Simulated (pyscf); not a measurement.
H₃Si–CH₂–SiH₃ → H₃C–SiH₂–SiH₃, a concerted two-bond exchange (singlet surface; C–Si, H–Si broken, C–H, Si–Si formed). Optimised with ωB97X-D3(BJ)/def2-SVP in PySCF. MP2 and CC: frozen core, UHF for open shells. ΔMP2 is the change of the MP2 total energy from the triple- to the quadruple-zeta basis. Energies in kcal/mol from the reactant's lowest minimum found.

Small-basis levels: PySCF, no dispersion term, spherical d functions. AM1 to PM7: differences of heats of formation from MOPAC. Cost: rough CPU time at the saddle relative to B3LYP/6-31G*, from one job on a shared machine.

```csv
level,barrier,reaction energy,cost
HF/3-21G,143.2,-0.2,0.05
MP2/6-31G*,134.1,+0.1,0.09
BP86/6-31G*,108.3,-3.6,2
PBE/6-31G*,…,-4.1,2
B3LYP/6-311+G**,…,-1.4,2
PM3,105.7,+0.8,under 0.02
PM6,107.4,+15.4,under 0.02
CCSD(T)/def2-TZVPP + ΔMP2(QZVPP),…,+0.7,–
```

**Question.** What belongs in the gaps?

**Answer.** 
- PBE/6-31G*, barrier: 108.7
- B3LYP/6-311+G**, barrier: 114.9
- CCSD(T)/def2-TZVPP + ΔMP2(QZVPP), barrier: 120.2

Against the last row the barrier runs from -14.5 (PM3) to +23.1 kcal/mol (HF/3-21G). CCSD(T)/def2-TZVPP + ΔMP2(QZVPP) has limits of its own. From the product side, H₃C–SiH₂• + SiH₃• lies, by one bond made or cut, 39.4 kcal/mol under this saddle at ωB97M-D3(BJ). The same reactants have a lower exit, to SiH₃• + •H₂C–SiH₃ (no saddle counted: cutting one bond costs +92.2 kcal/mol at ωB97M-D3(BJ), against +121.0 kcal/mol here). One saddle was located; it need not be the lowest between these sides. One closed-shell reference is unstable to symmetry breaking; treat the single-reference values with care. The CCSD(T) − MP2 part came from Ansatz, without density fitting, on the same reference.
